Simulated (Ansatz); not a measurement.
`FC1=CC1Cl`. The species carries charge 0 and has multiplicity 1.

Cartesian coordinates in Å:
```
F 0.535 1.703 -1.197
C 0.325 0.589 -0.563
C 0.326 -0.699 -0.565
C -0.152 0.016 0.668
Cl -1.904 0.043 1.064
H 0.468 -1.667 -1.010
H 0.402 0.016 1.603
```

Task: Give the diagnostics of a CCSD(T)/def2-TZVPP run (frozen core, the Gaussian-basis code of Ansatz). (Estimate.)

Result: The calculation gave: T1 = 0.0114, largest single amplitude 0.016, largest double 0.066, (T) share of the correlation energy 4.3 %, 9 CCSD cycles. The RHF solution is stable towards an unrestricted one. T1 lies under the customary mark of 0.02 for closed shells.
